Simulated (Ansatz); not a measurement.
GaS (P6₃/mmc, No. 194), treated with HSE06 in Ansatz (plane waves, PAW).

Run with plane-wave cutoff 460 eV, 9×9×2 k mesh (along the axes of the cell as run), Fermi–Dirac smearing 0.01 eV, scalar-relativistic PAW data made under PBE.

Cell (measured lattice):

GaS is taken in the hexagonal space group P6₃/mmc (No. 194), Pearson symbol hP8. Conventional cell: a = b = 3.585 Å, c = 15.500 Å, α = β = 90.00°, γ = 120.00°. Ga on 4f is coordinated by 3 S at 2.337 Å (trigonal pyramidal). S on 4f is surrounded by 3 Ga at 2.337 Å (trigonal pyramidal). (Neighbours: up to the widest gap in distance over summed covalent radii, below 1.35, at either atom; cation-cation and far metal-metal contacts left out.)

### Question
Predict the band gap and smallest direct gap on the k points sampled.

### Answer

* **band gap**: 2.28 eV (indirect)
* **smallest direct gap on the k points sampled**: 2.63 eV

Note: cell and atoms aren't relaxed at this level (pressure 0.2 GPa).

Spin–orbit coupling is not included.

Computed values are for the static lattice.

Ansatz is a first-principles code.
